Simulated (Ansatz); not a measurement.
A nudged elastic band was laid between two geometries of H2 + H7NSi2 (12 atoms, charge 0, multiplicity 1).

Theory: RKS r2SCAN-D4/6-31G* (Ansatz).

- movable images: 7
- climbing image: yes
- spring: 5.0 eV/Å²
- optimiser: quadratic models (default)
- start path: through a guess of the saddle point
- force threshold: 0.05 eV/Å
- iteration limit: 60
- end points: relaxed

Initial state:

```xyz
12
Properties=species:S:1:pos:R:3
Si 0.374 0.091 0.097
Si 0.412 0.057 2.450
H -0.956 -0.158 3.012
H 1.296 -1.023 2.982
H 0.907 1.358 2.994
H 1.775 0.264 -0.385
N -0.575 1.341 -0.659
H -1.580 1.319 -0.523
H -0.241 2.296 -0.575
H -0.145 -1.222 -0.384
H -3.616 -0.160 0.536
H -3.166 -0.033 1.113
```

Final state:

```xyz
12
Properties=species:S:1:pos:R:3
Si -0.341 -0.348 -0.984
Si -0.514 0.490 3.067
H -0.511 0.253 4.543
H 0.318 -0.563 2.433
H 0.059 1.843 2.831
H 0.919 -1.021 -0.568
N -0.533 1.083 -0.009
H -1.426 1.561 -0.059
H 0.215 1.769 -0.020
H -0.263 -0.138 -2.466
H -1.516 -1.220 -0.713
H -1.923 0.420 2.602
```

**Question.** What changes between the two ends?

**Answer.** Bonds broken: Si1–Si2, H11–H12. Bonds formed: Si1–H11, Si2–H12. H2 + H7NSi2 becomes H4Si + H5NSi.

**Question.** What energy profile does the band end with?

**Answer.** The run converged. The highest image is number 3 of 0 to 8, 2.54 eV above the first end and 2.81 eV above the last; the last end lies 0.28 eV below the first. Neighbouring images differ by up to 2.3 eV, so the band resolves the path poorly. A vibrational analysis at the climbing image gives one clearly imaginary mode, 1369i cm⁻¹: a first-order saddle point. The orbitals stay closed-shell, which can raise the energy where a bond breaks towards radicals; this wasn't checked here.

```csv
image,path coordinate (Å),energy (eV),Si1–Si2 (Å),H11–H12 (Å),Si1–H11 (Å)
0,0.00,0.00,2.35,0.74,4.02
1,1.11,0.05,2.36,0.74,3.25
2,2.22,0.51,2.38,0.75,2.51
3,3.32,2.54,2.61,1.13,1.71
4,5.02,0.19,3.44,1.93,1.49
5,6.72,-0.17,4.14,2.83,1.49
6,8.42,-0.17,4.38,3.12,1.49
7,10.12,-0.20,4.29,3.29,1.49
8,11.82,-0.28,4.14,3.72,1.49
```

**Question.** What is the geometry of the highest image?

**Answer.** 
```xyz
12
Properties=species:S:1:pos:R:3
Si -0.408 0.161 0.093
Si -0.047 -0.152 2.657
H -1.013 -0.677 3.671
H 1.117 -1.078 2.575
H 0.421 1.188 3.111
H 1.071 0.502 0.186
N -0.826 1.485 -0.907
H -1.763 1.696 -1.228
H -0.129 2.171 -1.173
H -0.467 -1.296 -0.204
H -2.075 0.082 0.485
H -1.396 0.048 1.392
```

The run took 5.7 min on 1 thread of AMD EPYC 9R45 96-Core Processor (Zen 5), with other jobs on the host, peak memory 0.16 GiB.
